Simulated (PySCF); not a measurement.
**Ways to converge the SCF of LiN (triplet)**

Do solver options change the result for LiN (triplet), or only the number of cycles?

Method: each script names its method and basis; program: PySCF 2.14.0.

## Step 1: The starting structure

LiN (triplet): 2 atoms, charge 0, spin multiplicity 3.

Bond lengths: Li1–N2 1.843 Å.

## Step 2: The base run

input.py

```python
from pyscf import gto, dft

mol = gto.M(
    atom='Li 0 0 0; N 0 0 1.843',
    basis='ano-rcc-vdzp',
    charge=0,
    spin=2,
    verbose=4,
)
mf = dft.UKS(mol, xc='revpbe')
mf = mf.sfx2c1e()
mf.kernel()
g = mf.nuc_grad_method()
g.grid_response = True
g.kernel()
mf.dip_moment()
print('orbital energies (hartree):', [e[max(0, n-3):n+3].round(4) for e, n in zip(mf.mo_energy, mol.nelec)])
```

The run is started by

```sh
OMP_NUM_THREADS=1 python input.py
```

Its log is not repeated here.

In short: E(SCF) = -62.159626 Eh, 11 cycles, ⟨S²⟩ = 2.038, μ = 5.71 D, gradient on the second atom -0.0078 Eh/bohr.

The bond length is a typed value, not an optimised one. The triplet is typed in the script; nothing here shows that it is the ground state.

## Step 3: Convergence threshold 1e-07 hartree

Edit 1 changes convergence threshold: default → 1e-07 hartree.

input.py

```python
from pyscf import gto, dft

mol = gto.M(
    atom='Li 0 0 0; N 0 0 1.843',
    basis='ano-rcc-vdzp',
    charge=0,
    spin=2,
    verbose=4,
)
mf = dft.UKS(mol, xc='revpbe')
mf = mf.sfx2c1e()
mf.conv_tol = 1e-07
mf.kernel()
g = mf.nuc_grad_method()
g.grid_response = True
g.kernel()
mf.dip_moment()
print('orbital energies (hartree):', [e[max(0, n-3):n+3].round(4) for e, n in zip(mf.mo_energy, mol.nelec)])
```

The run is started by

```sh
OMP_NUM_THREADS=1 python input.py
```

## Step 4: Damping 0.95

Edit 2 changes damping: none → 0.95.

input.py, as its differences from that of step 2:

```diff
@@ -11,2 +11,4 @@
 mf = mf.sfx2c1e()
+mf.damp = 0.95
+mf.diis_start_cycle = 8
 mf.kernel()
```

## Step 5: Smearing width 0.005 hartree

Edit 3 changes smearing width: none → 0.005 hartree; step after the SCF: gradient → none.

input.py, as its differences from that of step 2:

```diff
@@ -1,2 +1,2 @@
-from pyscf import gto, dft
+from pyscf import gto, dft, scf
 
@@ -11,6 +11,4 @@
 mf = mf.sfx2c1e()
+mf = scf.addons.smearing_(mf, sigma=0.005, method='fermi')
 mf.kernel()
-g = mf.nuc_grad_method()
-g.grid_response = True
-g.kernel()
 mf.dip_moment()
```

## Step 6: Initial guess 1e

Edit 4 changes initial guess: minao → 1e.

input.py, as its differences from that of step 2:

```diff
@@ -11,2 +11,3 @@
 mf = mf.sfx2c1e()
+mf.init_guess = '1e'
 mf.kernel()
```

What does the calculation give? Wanted: for each run, E(SCF); from base; gap, α spin; SCF dipole.

The runs gave:

```tsv
run	E(SCF) (hartree)	from base (eV)	cycles	gap, α spin (eV)	SCF dipole (D)
base	-62.159626	0	11	2.42	5.71
convergence threshold 1e-07 hartree	-62.159626	0.0000	9	2.42	5.71
damping 0.95	-62.159626	0.0000	18	2.42	5.71
smearing width 0.005 hartree	-62.103386	not comparable	14	n/a	6.07
initial guess 1e	-62.159626	0.0000	14	2.42	5.71
```

Distance from each run's final energy (log10 hartree) by cycle:

```tsv
run	cycle 1	cycle 2	cycle 3	cycle 5	cycle 8	cycle 12
base	-1.6	0.0	-2.8	-3.6	-8.0	done
convergence threshold 1e-07 hartree	-1.6	0.0	-2.8	-3.6	-8.3	done
damping 0.95	-1.6	-1.6	-1.7	-1.9	-0.6	-4.3
smearing width 0.005 hartree	-1.5	0.1	-2.0	-3.8	-6.4	-8.6
initial guess 1e	0.9	0.8	0.1	-0.2	-3.1	-6.8
```

In words: With convergence threshold 1e-07 hartree or damping 0.95 or initial guess 1e the SCF ends at the base energy. The base needs 11 cycles and the run with damping 0.95 needs 18.
